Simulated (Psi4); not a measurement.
# PBE0/6-31G(d,p) (density fitting, Cartesian functions, force field UFF) run of C3H9P (trimethylphosphine)

Wanted: a structure relaxation of C3H9P (trimethylphosphine). The job is set up through a Python script.

Program for the calculation: Psi4 1.11.

**1. Starting point**

The species is C3H9P (13 atoms), meant as a singlet with charge 0. As SMILES, `CP(C)C`. The shape is built from the SMILES string. The run starts from this shape.

Bond lengths: C1–P2 1.867 Å, P2–C3 1.867 Å, P2–C4 1.867 Å, C1–H5 1.109 Å, C1–H6 1.110 Å, C1–H7 1.109 Å, C3–H8 1.109 Å, C3–H9 1.110 Å, C3–H10 1.109 Å, C4–H11 1.110 Å, C4–H12 1.109 Å, C4–H13 1.109 Å. Some angles: C1–P2–C3 96.0°, C1–P2–C4 96.0°, C3–P2–C4 96.0°, P2–C1–H5 109.3°, P2–C1–H6 111.2°, P2–C1–H7 109.3°, P2–C3–H8 109.3°, P2–C3–H9 111.2°, P2–C3–H10 109.3°, P2–C4–H11 111.2°.

**2. A geometry optimisation at PBE0/6-31G(d,p) (density fitting, Cartesian functions, force field UFF)**

Contents of job.py:

```python
import psi4
from rdkit import Chem
from rdkit.Chem import AllChem

psi4.set_memory('1600 MB')
psi4.set_num_threads(1)
psi4.set_output_file('psi4.out', False)

rd = Chem.AddHs(Chem.MolFromSmiles('CP(C)C'))
AllChem.EmbedMolecule(rd, randomSeed=792)
AllChem.UFFOptimizeMolecule(rd, maxIters=2000)
atoms = '\n'.join(Chem.MolToXYZBlock(rd).splitlines()[2:])
mol = psi4.geometry('0 1\n' + atoms + '\nsymmetry c1')

psi4.set_options({
    'basis': '6-31G**',
    'reference': 'rks',
    'geom_maxiter': 60,
})

e = psi4.optimize("pbe0")
print('E =', round(e, 9))
print(mol.to_string(dtype='xyz', units='Angstrom'))
for k, v in sorted(psi4.core.scalar_variables().items()):
    print(f'{k:45s} {v:18.10f}')
```

The run is started by

```console
$ python job.py
```

What values should one expect? Wanted: total energy at the end; dipole moment; HOMO energy; LUMO energy; HOMO–LUMO gap.

Computed results:

Level: PBE0/6-31G** (density fitting, Cartesian functions, force field UFF).

| quantity | value |
| --- | --- |
| total energy at the end | -460.80792 Eh |
| dipole moment | 1.43 D |
| HOMO energy | -6.19 eV |
| LUMO energy | 2.01 eV |
| HOMO–LUMO gap | 8.20 eV |

What this shows: At the final geometry: Bond lengths: C1–P2 1.853 Å, P2–C3 1.853 Å, P2–C4 1.853 Å, C1–H5 1.094 Å, C1–H6 1.096 Å, C1–H7 1.094 Å, C3–H8 1.094 Å, C3–H9 1.096 Å, C3–H10 1.094 Å, C4–H11 1.096 Å, C4–H12 1.094 Å, C4–H13 1.094 Å. Some angles: C1–P2–C3 99.3°, C1–P2–C4 99.3°, C3–P2–C4 99.3°, P2–C1–H5 109.6°, P2–C1–H6 112.6°, P2–C1–H7 109.6°, P2–C3–H8 109.6°, P2–C3–H9 112.6°, P2–C3–H10 109.6°, P2–C4–H11 112.6°. The optimisation took 5 steps and changed the energy by -0.076 eV.
